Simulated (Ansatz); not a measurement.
# H4OSi: molecular dynamics

Method: UHF/def2-SVP, in Ansatz 0.2.0.

## 1. The system as given

Bond lengths: Si1–H2 1.562 Å, Si1–H4 1.470 Å, Si1–H5 1.463 Å, O3–H6 0.958 Å. Angles: H2–Si1–H4 118.4°, H2–Si1–H5 123.9°, H4–Si1–H5 103.0°.

Coordinates:

```xyz
6

Si   -0.5968    0.4949   -0.5280
H     0.9262    0.1626   -0.6208
O     1.1550   -0.2873    0.5641
H    -1.5512   -0.6192   -0.4333
H    -1.1602    1.4890    0.3856
H     1.2270   -1.2400    0.6326
```

## 2. Run 1

150 steps of 0.5 fs at constant energy, with velocities drawn for 600 K.

Input file input.yaml:

```yaml
crystal:
  periodic: [false, false, false]
  atoms:
    - { symbol: Si, position_ang: [-0.5968, 0.4949, -0.528] }
    - { symbol: H, position_ang: [0.9262, 0.1626, -0.6208] }
    - { symbol: O, position_ang: [1.155, -0.2873, 0.5641] }
    - { symbol: H, position_ang: [-1.5512, -0.6192, -0.4333] }
    - { symbol: H, position_ang: [-1.1602, 1.489, 0.3856] }
    - { symbol: H, position_ang: [1.227, -1.24, 0.6326] }
magnetization:
  spin_polarized: true
basis:
  gaussian: { orbitals: def2-SVP }
hamiltonian:
  xc: hf
md:
  timestep: 0.5
  n_steps: 150
  ensemble: nve
  temperature: 600.0
  initial_velocities: maxwell_boltzmann
  seed: 688830
```

Launch:

```console
$ ansatz run input.yaml --threads 1 --pin off --max-ram 2048MiB --backend cpu --events-out ev --progress --plain --runs-dir out
```

Q: Estimate wall time and peak memory on 1 thread of Arm Neoverse V2, shared host.

About 48 s, with a peak of 0.094 GiB.
